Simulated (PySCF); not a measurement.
# One molecule, many functionals

Compound: C5H9N.
Z-matrix (Å and degrees, PBE0-D3(BJ)/def2-SVP geometry), rows numbered from 1:
```
C 
C   1  1.4903
N   2  1.2670  1  122.41
C   3  1.4106  2  119.19  1   179.83
C   4  1.5061  3  116.81  2   146.42
C   5  1.4923  4   60.30  3   106.72
H   1  1.1027  2  110.78  3  -121.49
H   1  1.1027  2  110.75  3   120.40
H   1  1.0981  2  110.06  3    -0.51
H   2  1.1116  1  116.53  3   180.00
H   4  1.1020  3  117.20  2     0.10
H   5  1.0923  4  115.83  6  -108.71
H   5  1.0929  4  117.64  6   109.37
H   6  1.0929  4  117.67  5  -109.38
H   6  1.0923  4  115.79  5   108.69
```

Linear-response calculations in the def2-SVPD basis (PySCF; singlets by full response, triplets Tamm–Dancoff, core orbitals frozen in the response; HF means time-dependent Hartree–Fock). 'Strongest' is the level of largest summed f among the singlets computed (10 roots, of which the last may lack a degenerate partner); it can jump between rows when another state enters that window. S1 is the lowest singlet of each run and needn't be the same state throughout; f(S1) is that of one state. Geometry: PBE0-D3(BJ)/def2-SVP, one conformer, isolated molecule.

```json
{"functional": "LDA", "kind": "LDA", "S1 (eV)": "4.98", "f(S1)": "0.001", "strongest (eV)": "6.00", "T1 (eV)": "4.33", "HOMO (eV)": "-5.90", "gap (eV)": "4.61", "ionisation energy, ΔSCF (eV)": "9.17"}
{"functional": "PBE", "kind": "GGA", "S1 (eV)": "5.07", "f(S1)": "0.002", "strongest (eV)": "6.04", "T1 (eV)": "4.33", "HOMO (eV)": "-5.80", "gap (eV)": "4.74", "ionisation energy, ΔSCF (eV)": "9.02"}
{"functional": "B3LYP", "kind": "global hybrid, 20% exact exchange", "S1 (eV)": "5.28", "f(S1)": "0.001", "strongest (eV)": "6.47", "T1 (eV)": "4.49", "HOMO (eV)": "-7.04", "gap (eV)": "6.81", "ionisation energy, ΔSCF (eV)": "9.22"}
{"functional": "PBE0", "kind": "global hybrid, 25% exact exchange", "S1 (eV)": "5.32", "f(S1)": "0.001", "strongest (eV)": "6.63", "T1 (eV)": "4.46", "HOMO (eV)": "-7.26", "gap (eV)": "7.29", "ionisation energy, ΔSCF (eV)": "9.23"}
{"functional": "BHandHLYP", "kind": "global hybrid, 50% exact exchange", "S1 (eV)": "5.54", "f(S1)": "0.001", "strongest (eV)": "7.04", "T1 (eV)": "4.44", "HOMO (eV)": "-8.30", "gap (eV)": "9.52", "ionisation energy, ΔSCF (eV)": "9.22"}
{"functional": "CAM-B3LYP", "kind": "range-separated hybrid", "S1 (eV)": "5.37", "f(S1)": "0.001", "strongest (eV)": "6.85", "T1 (eV)": "4.54", "HOMO (eV)": "-8.60", "gap (eV)": "9.79", "ionisation energy, ΔSCF (eV)": "9.35"}
{"functional": "wB97X-D", "kind": "range-separated hybrid", "S1 (eV)": "5.37", "f(S1)": "0.001", "strongest (eV)": "6.87", "T1 (eV)": "4.63", "HOMO (eV)": "-9.10", "gap (eV)": "10.96", "ionisation energy, ΔSCF (eV)": "9.29"}
{"functional": "LC-wPBE", "kind": "range-separated hybrid", "S1 (eV)": "5.42", "f(S1)": "0.001", "strongest (eV)": "7.21", "T1 (eV)": "4.53", "HOMO (eV)": "-9.94", "gap (eV)": "12.35", "ionisation energy, ΔSCF (eV)": "9.51"}
{"functional": "HF", "kind": "Hartree–Fock", "S1 (eV)": "5.95", "f(S1)": "0.001", "strongest (eV)": "7.55", "T1 (eV)": "4.02", "HOMO (eV)": "-9.82", "gap (eV)": "12.74", "ionisation energy, ΔSCF (eV)": "not settled"}
```

S1 runs from 4.98 eV (LDA) to 5.95 eV (HF), a spread of 0.98 eV, while the orbital gap spreads over 8.1 eV. Along PBE (0%), B3LYP (20%), PBE0 (25%), BHandHLYP (50%), HF (100%) S1 rises with the share of exact exchange. −ε(HOMO) comes closest to its own ΔSCF ionisation energy with wB97X-D (-0.19 eV) and misses most with LDA (-3.28 eV). 'Not settled' means that the ion's SCF failed to converge or may have ended in another state than the lowest.
